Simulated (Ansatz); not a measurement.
C₃H₈N, charge +2, doublet, geometry from GFN2-xTB of the parent state (a state made from the parent by changing its charge; the spin is typed, not shown lowest); MP2/6-31G (Ansatz, a quantum-chemistry and plane-wave program).

The Ansatz input:
Ansatz 0.2 input:
```yaml
crystal:
  periodic: [false, false, false]
  atoms:
    - {symbol: N, position_ang: [0.00107674, 0.05252662, 0.22290961]}
    - {symbol: C, position_ang: [-0.00119711, 1.43247889, 0.07940335]}
    - {symbol: C, position_ang: [1.20870810, -0.64841920, -0.12711140]}
    - {symbol: C, position_ang: [-1.20848741, -0.65112173, -0.11479853]}
    - {symbol: H, position_ang: [0.91995774, 1.93255837, 0.31358775]}
    - {symbol: H, position_ang: [-0.92103430, 1.93050006, 0.32296552]}
    - {symbol: H, position_ang: [1.30930264, -0.79359459, -1.21222697]}
    - {symbol: H, position_ang: [1.20646811, -1.62978335, 0.35106755]}
    - {symbol: H, position_ang: [2.06996861, -0.08568093, 0.22685824]}
    - {symbol: H, position_ang: [-1.31980642, -0.79653405, -1.19883464]}
    - {symbol: H, position_ang: [-2.06735332, -0.09030664, 0.24793320]}
    - {symbol: H, position_ang: [-1.19918176, -1.63247297, 0.36332161]}
basis:
  gaussian:
    orbitals: 6-31G
total_charge: 2
magnetization: {spin_polarized: true, initial_magnetization: 1}
correlation: {method: mp2}
```

**Question.** Write the output that Ansatz gives for this input, abridged.

**Answer.** 
```
Functional definition: HF
769 factors; integrals over basis functions are off by at most 2.4e-4 eV
mean field evaluation 1: about -4669.0612 eV, gradient 2.8e1 eV
mean field evaluation 2: about -4669.0613 eV, gradient 2.8e1 eV
mean field evaluation 4: about -4673.2216 eV, gradient 3.2e0 eV
mean field evaluation 8: about -4673.4887 eV, gradient 2.2e-1 eV
mean field evaluation 16: about -4669.7803 eV, gradient 4.4e0 eV
mean field evaluation 32: about -4673.4899 eV, gradient 1.0e-3 eV
mean field -4673.48987201 eV, -171.7475849911 hartree, gradient 2.1e-6 eV, S^2 0.764313; 1 other end points of the search recorded, 0 dependent functions left out
4 core orbitals not correlated
reference -4673.48987201 eV, -171.7475849911 hartree; 12, 11 occupied and 36, 37 virtual orbitals, 769 factors
second order -9.22595933 eV of doubles, -0.00000000 eV of singles
Total energy: -4682.71583134 eV, -172.0866327429 hartree
```
